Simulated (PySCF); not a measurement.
**Ne: ionisation energy**

Ne [Ne] → Ne+ [He] 2s2 2p5 [2p1/2^2 2p3/2^3, M_J = 3/2], as a difference of total energies. All numbers are calculated (PySCF 2.14, the two-component X2C-1e Hamiltonian, in x2c-QZVPPall-2c (7s4p3d2f1g, 57 functions)). Correlated levels: 1s2 frozen; the 2 highest virtual spinors dropped. "Screened" scales the spin-orbit matrix elements by Boettger's factors to mimic the two-electron term; Breit and QED terms are absent.

**Question.** Order these methods by the ionisation energy they give, lowest first.
A. GHF (spin-free)
B. GMP2 (spin-free)
C. GHF (screened spin-orbit)
D. GMP2 (screened spin-orbit)

**Answer.** C (19.719 eV), A (19.755 eV), D (21.632 eV), B (21.668 eV).

Errors of the correlated levels include the incompleteness of this basis and the frozen core.

For comparison: 21.565 eV (measured; NIST Atomic Spectra Database, ionization energies).
